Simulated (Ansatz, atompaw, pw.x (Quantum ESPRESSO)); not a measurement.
# pw.x on diamond Si: one setting changed

Potential: PAW, atompaw 4.2.0.5, LDA (PW92); core [Ne], reference 3s2 3p2; waves: 3s (bound): rc 1.75 bohr; 3s channel at -0.4 Ry: rc 1.85 bohr; 3p (bound): rc 1.68 bohr; 3p channel at 0.5 Ry: rc 1.80 bohr; 3d channel at 0.5 Ry: rc 1.85 bohr; local part: bessel scheme, radius 1.65 bohr; core correction: smooth core density matched at 1.60 bohr; augmentation: sinc compensation charge, radius 1.50 bohr; PAW radius 1.85 bohr; waves and projectors: custom rrkj gramschmidtortho.

The reference run (k-mesh 9³, cutoffs 40/400 Ry, Fermi–Dirac 0.01 Ry, mixing_beta 0.4, conv_thr 1e-9, no spin) gives 0.17 GPa at 19.694 Å³/atom, where all-electron LAPW gives -0.03 GPa. This run, with its own iteration cap, changes tot_charge to -2, a wrong or extreme entry chosen on purpose.

```
&control
  calculation='scf', prefix='x', pseudo_dir='./', outdir='./tmp', tstress=.true., disk_io='none'
/
&system
  ibrav=0, nat=2, ntyp=1, ecutwfc=40, ecutrho=400, nbnd=11,
  occupations='smearing', smearing='fd', degauss=0.01, tot_charge=-2
/
&electrons
  conv_thr=1e-09, mixing_beta=0.4, electron_maxstep=70
/
ATOMIC_SPECIES
Si 1.0 Si.UPF
CELL_PARAMETERS angstrom
  0.00000000 2.70050288 2.70050288
  2.70050288 0.00000000 2.70050288
  2.70050288 2.70050288 0.00000000
ATOMIC_POSITIONS crystal
Si 0.0000 0.0000 0.0000
Si 0.2500 0.2500 0.2500
K_POINTS automatic
9 9 9 0 0 0
```

```bash
pw.x < Si.scf.in > Si.scf.out
```

How does the run end?

It converges in 12 iterations; the free energy moves by +7.81 eV/atom and the pressure by +86.39 GPa. The cell is charged against a uniform background, so energy and pressure depend on the zero of the potential and are not those of the crystal.

```
Message from routine setup:
     using ibrav=0 with symmetry is DISCOURAGED, use correct ibrav instead
     lattice parameter (alat)  =       7.2170  a.u.
     unit-cell volume          =     265.8034 (a.u.)^3
     number of electrons       =        10.00
     number of Kohn-Sham states=           11
     kinetic-energy cutoff     =      40.0000  Ry
     charge density cutoff     =     400.0000  Ry
     scf convergence threshold =      1.0E-09
     Exchange-correlation= SLA PW NOGX NOGC
     number of k points=    35  Fermi-Dirac smearing, width (Ry)=  0.0100
     negative rho (up, down):  6.901E-03 0.000E+00
     iteration #  1     ecut=    40.00 Ry     beta= 0.40
     negative rho (up, down):  4.640E-03 0.000E+00
     total energy              =     -88.14704551 Ry
     estimated scf accuracy    <       0.02331988 Ry
     iteration #  2     ecut=    40.00 Ry     beta= 0.40
     negative rho (up, down):  2.392E-03 0.000E+00
     total energy              =     -88.14448984 Ry
     estimated scf accuracy    <       0.00661683 Ry
     iteration #  3     ecut=    40.00 Ry     beta= 0.40
     negative rho (up, down):  1.872E-03 0.000E+00
     total energy              =     -88.14470786 Ry
     estimated scf accuracy    <       0.00024180 Ry
     iteration #  4     ecut=    40.00 Ry     beta= 0.40
     negative rho (up, down):  1.860E-03 0.000E+00
     total energy              =     -88.14480408 Ry
     estimated scf accuracy    <       0.00000202 Ry
     iteration #  5     ecut=    40.00 Ry     beta= 0.40
     negative rho (up, down):  1.432E-03 0.000E+00
     total energy              =     -88.14480546 Ry
     estimated scf accuracy    <       0.00000190 Ry
     iteration #  6     ecut=    40.00 Ry     beta= 0.40
     negative rho (up, down):  1.571E-03 0.000E+00
     total energy              =     -88.14480439 Ry
     estimated scf accuracy    <       0.00000341 Ry
     iteration #  7     ecut=    40.00 Ry     beta= 0.40
     negative rho (up, down):  1.631E-03 0.000E+00
     total energy              =     -88.14480394 Ry
     estimated scf accuracy    <       0.00000050 Ry
     iteration #  8     ecut=    40.00 Ry     beta= 0.40
     negative rho (up, down):  1.638E-03 0.000E+00
     total energy              =     -88.14480396 Ry
     estimated scf accuracy    <       0.00000003 Ry
     iteration #  9     ecut=    40.00 Ry     beta= 0.40
     negative rho (up, down):  1.646E-03 0.000E+00
     total energy              =     -88.14480395 Ry
     estimated scf accuracy    <       0.00000002 Ry
     iteration # 10     ecut=    40.00 Ry     beta= 0.40
     negative rho (up, down):  1.646E-03 0.000E+00
     total energy              =     -88.14480395 Ry
     estimated scf accuracy    <          4.0E-09 Ry
     iteration # 11     ecut=    40.00 Ry     beta= 0.40
     negative rho (up, down):  1.653E-03 0.000E+00
     total energy              =     -88.14480395 Ry
     estimated scf accuracy    <          4.5E-09 Ry
     iteration # 12     ecut=    40.00 Ry     beta= 0.40
     negative rho (up, down):  1.654E-03 0.000E+00
     the Fermi energy is     8.3657 ev
!    total energy              =     -88.14480395 Ry
     estimated scf accuracy    <          3.4E-11 Ry
     smearing contrib. (-TS)   =      -0.00562671 Ry
     The total energy is F=E-TS. E is the sum of the following terms:
     one-electron contribution =       8.59801900 Ry
     hartree contribution      =       1.10953615 Ry
     xc contribution           =      -7.11350396 Ry
     ewald contribution        =     -16.88912557 Ry
     one-center paw contrib.   =     -73.84410286 Ry
     convergence has been achieved in  12 iterations
     negative rho (up, down):  1.654E-03 0.000E+00
          total   stress  (Ry/bohr**3)                   (kbar)     P=      865.67
     Message from routine punch:
     Nothing written, as per user request (disk_io='none')
```

The run took about 7.8 s on one core of a shared host (Intel(R) Xeon(R) 6975P-C, 32 threads, 248 GiB, load 10).
